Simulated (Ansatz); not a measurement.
Geometry optimisation, Ansatz 0.2.0, RKS PBE0-D4/def2-SVP.

Input file:

```yaml
crystal:
  periodic: [false, false, false]
  atoms:
    - { symbol: B, position_ang: [-0.032367, 0.397931, -0.506069] }
    - { symbol: "N", position_ang: [-0.056141, 0.033093, 2.202944] }
    - { symbol: H, position_ang: [-0.783384, -0.246602, 2.857316] }
    - { symbol: H, position_ang: [0.844161, -0.049034, 2.669164] }
    - { symbol: H, position_ang: [1.088946, 0.011941, -0.739406] }
    - { symbol: H, position_ang: [-1.034114, -0.22588, -0.767754] }
    - { symbol: F, position_ang: [-0.178501, 1.645304, -0.075556] }
    - { symbol: H, position_ang: [-0.194101, 1.031647, 1.963062] }
basis:
  gaussian: { orbitals: def2-SVP }
hamiltonian:
  xc: pbe0
  dispersion: d4
relax:
  f_tol: 0.03
  max_steps: 50
```

Run as:

```bash
$ ansatz run input.yaml --threads 1 --pin off --max-ram 2048MiB --backend cpu --events-out ev --progress --plain --runs-dir out
```

Q: Where does it end, and by what steps?

A: The run converged. The force dipped under the threshold on the way, but the program's further checks kept it going. After 13 steps the energy has fallen by 0.965 eV; H3 moved furthest, 1.03 Å. Joined: B1–N2 (2.73 → 1.66 Å).

| step | energy less start (eV) | largest force component (eV/Å) | accepted |
| --- | --- | --- | --- |
| 0 | 0.0000 | 0.742 | yes |
| 1 | -0.1052 | 1.170 | yes |
| 2 | -0.3865 | 0.904 | yes |
| 3 | -0.7285 | 0.907 | yes |
| 4 | -0.7661 | 2.892 | yes |
| 5 | -0.8642 | 0.819 | yes |
| 6 | -0.9151 | 0.174 | yes |
| 7 | -0.9398 | 0.300 | yes |
| 8 | -0.9188 | 1.070 | no |
| 9 | -0.9578 | 0.144 | yes |
| 10 | -0.9645 | 0.012 | yes |
| 11 | -0.9649 | 0.105 | yes |
| 12 | -0.9651 | 0.033 | yes |
| 13 | -0.9653 | 0.002 | yes |

```xyz
8
Properties=species:S:1:pos:R:3
B -0.045 0.354 0.099
N -0.054 0.254 1.753
H -0.299 -0.687 2.063
H 0.867 0.488 2.129
H 0.807 -0.467 -0.235
H -1.198 0.067 -0.214
F 0.306 1.679 -0.138
H -0.730 0.911 2.146
```

Whether the end is a true minimum wasn't checked by a vibrational analysis.

Time of the run: 25 s on 1 thread of Arm Neoverse V2, on a shared host, peak memory 0.13 GiB.
